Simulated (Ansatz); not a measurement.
`[CH2]BC` radical. Total charge 0; spin multiplicity 2.

Z-matrix (Å, degrees):
```
C
B 1 1.561
H 1 1.092 2 115.2
H 1 1.097 2 109.8 3 122.7
H 1 1.097 2 110.0 3 -122.9
C 2 1.531 1 122.9 3 -0.4
H 2 1.202 1 118.8 3 179.7
H 6 1.087 2 123.3 1 -179.8
H 6 1.089 2 122.7 1 0.3
```

(1) What are the harmonic wavenumbers in cm⁻¹ at PBE0-D4/def2-TZVP (Ansatz, finite differences of forces, unscaled)? (An estimate is asked.)

(2) Is this a minimum?

(3) Give the ideal-gas thermochemistry at 298.15 K and 1 bar (rigid rotor, harmonic oscillator; point group Cs, symmetry number 1).

(4) And at 400, 500, 600, 800 and 1000 K?

(5) Rotational constants (cm⁻¹)?

Results:

(1) The calculation gave: 73, 150, 328, 624, 739, 762, 800, 929, 1040, 1071, 1252, 1326, 1448, 1449, 1464, 2576, 3023, 3077, 3121, 3125, 3212.

(2) Yes, all 21 modes are real.

(3) Zero-point energy 188.9 kJ/mol; H(298) − E = 205.1 kJ/mol; entropy 294.5 J/(mol·K), of which translation 155.1, rotation 93.9, vibration 39.8, electronic 5.8; G(298) − E = 117.3 kJ/mol. Modes under 100 cm⁻¹ are hindered rotations or soft bends, so the harmonic entropy is rough.

(4) 
| T (K) | H − E (kJ/mol) | S (J/mol/K) | G − E (kJ/mol) |
| --- | --- | --- | --- |
| 400 | 213.7 | 319.3 | 86.0 |
| 500 | 223.8 | 341.6 | 53.0 |
| 600 | 235.1 | 362.2 | 17.8 |
| 800 | 260.8 | 399.1 | -58.5 |
| 1000 | 289.9 | 431.5 | -141.6 |

(5) 1.39, 0.269, 0.235.
